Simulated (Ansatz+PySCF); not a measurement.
# doublet CHCl2: levels of theory in one basis

```xyz
4

C     0.0000    0.6762   -0.0958
Cl   -1.4412   -0.1592    0.0077
Cl    1.4412   -0.1592    0.0077
H     0.0000    1.6920    0.2695
```

Basis set: cc-pVTZ on H, C; cc-pV(T+d)Z on Cl (spherical functions). Frozen core: 11 orbitals. Correlation on ROHF uses semicanonical orbitals with singles. Charge 0, multiplicity 2.

Computed with Ansatz (development build ahead of 0.2.0) and PySCF 2.14.0; each method stands on the lowest determinant of its kind that the runs found.

```json
{"method": "ROHF", "E − E(ROHF) (eV)": "0.00", "<S²> of the determinant": "0.75"}
{"method": "UHF", "E − E(ROHF) (eV)": "-0.15", "<S²> of the determinant": "0.77"}
{"method": "ROHF-MP2", "E − E(ROHF) (eV)": "-14.32", "<S²> of the determinant": "–"}
{"method": "UHF-MP2", "E − E(ROHF) (eV)": "-14.29", "<S²> of the determinant": "0.77"}
```

(1) What does ROHF-CCSD(T) give on the same scale?

Results:

(1) -16.06 eV.
